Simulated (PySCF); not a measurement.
Energy landscape of H3Si, doublet: umbrella (inversion) coordinate, bond length relaxed. Scanned: angle between the Si-H bonds and the threefold axis (90 = planar). Other coordinates (Si-H bond length) were minimised at PBE0/def2-TZVP.

- PBE = unrestricted PBE/cc-pVTZ in PySCF
- PBE0 = unrestricted PBE0/cc-pVTZ run with PySCF
- CCSD(T) on UHF/cc-pVTZ, 5 core orbitals frozen (PySCF)

Energies relative to the lowest point of each profile, in mEh; the last columns give the difference from CCSD(T):

| a / ° | PBE | PBE0 | CCSD(T) | PBE − CCSD(T) | PBE0 − CCSD(T) |
|---|---|---|---|---|---|
| 90 | 6.6 | 7.5 | 8.7 | -2.1 | -1.2 |
| 93 | 6.2 | 7.0 | 8.1 | -1.9 | -1.1 |
| 96 | 5.0 | 5.6 | 6.4 | -1.4 | -0.8 |
| 99 | 3.3 | 3.7 | 4.2 | -0.9 | -0.5 |
| 102 | 1.6 | 1.8 | 2.0 | -0.4 | -0.2 |
| 105 | 0.4 | 0.4 | 0.5 | -0.1 | -0.1 |
| 108 | 0.0 | 0.0 | 0.0 | 0.0 | 0.0 |
| 111 | 0.8 | 0.8 | 0.9 | -0.1 | 0.0 |
| 114 | 3.0 | 3.2 | 3.4 | -0.4 | -0.2 |
| 117 | 6.8 | 7.3 | 7.6 | -0.9 | -0.3 |
| 120 | 12.4 | 13.2 | 13.8 | -1.5 | -0.6 |
| 123 | 19.8 | 21.2 | 22.1 | -2.3 | -0.9 |
| 126 | 29.3 | 31.2 | 32.4 | -3.2 | -1.2 |
| 129 | 40.8 | 43.4 | 44.9 | -4.1 | -1.5 |
| 132 | 54.4 | 57.8 | 59.6 | -5.1 | -1.7 |

PBE is furthest from CCSD(T) at 132 (-5.1 mEh, below); its mean absolute difference over the points is 1.6 mEh.

PBE0 is furthest from CCSD(T) at 132 (-1.7 mEh, below); its mean absolute difference over the points is 0.7 mEh.
